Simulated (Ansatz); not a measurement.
in.yaml

```yaml
crystal:
  periodic: [false, false, false]
  atoms:
    - {symbol: Al, position_ang: [0.084376, 0.005225, -0.223336]}
    - {symbol: As, position_ang: [-0.080498, 0.013599, 2.026658]}
    - {symbol: H, position_ang: [-0.003878, -0.018825, -1.803322]}
basis:
  gaussian: {orbitals: STO-3G}
magnetization: {spin_polarized: false, initial_magnetization: 1}
correlation: {active_space: {window: {electrons: 1, orbitals: 4}, fixed_orbitals: true, states: [{multiplicity: 2, weights: [1, 1, 1, 1]}], root: 1}}
```

```sh
$ ansatz run in.yaml --threads 1 --pin off --events-out ev --progress --plain --max-ram 2393MiB
```

Problem. Roughly how long does this take on 1 thread of Intel Xeon Platinum 8488C, shared host, and how much host memory?

Solution. 0.78 s wall and 0.09 GiB.

```
373 factors; integrals over basis functions are off by at most 4.1e-8 eV
mean field evaluation 1: about -66632.4318 eV, gradient 2.0e1 eV
mean field evaluation 2: about -66632.4296 eV, gradient 2.0e1 eV
mean field evaluation 4: about -66634.7017 eV, gradient 2.6e0 eV
mean field evaluation 8: about -66634.7798 eV, gradient 7.6e-3 eV
mean field evaluation 16: about -66634.7798 eV, gradient 3.8e-2 eV
mean field evaluation 32: about -66634.7821 eV, gradient 6.6e-7 eV
mean field evaluation 64: about -66634.7818 eV, gradient 1.9e-2 eV
mean field evaluation 96: about -66634.7803 eV, gradient 5.9e-3 eV
mean field -66634.78212142 eV, -2448.7830762846 hartree, gradient 2.0e-10 eV, S^2 0.750000; 7 other end points of the search recorded, 0 dependent functions left out
reference -66634.78212142 eV, -2448.7830762846 hartree; 24, 23 occupied and 4, 5 virtual orbitals, 373 factors
state -66634.78212142 eV, -2448.7830762846 hartree
state -66629.26546039 eV, -2448.5803427312 hartree
state -66627.94343894 eV, -2448.5317593388 hartree
state -66627.68110182 eV, -2448.5221186276 hartree
Total energy: -66629.26546039 eV, -2448.5803427312 hartree
```

Natural occupations, averaged over the states: 0.2500 0.2500 0.2500 0.2500.
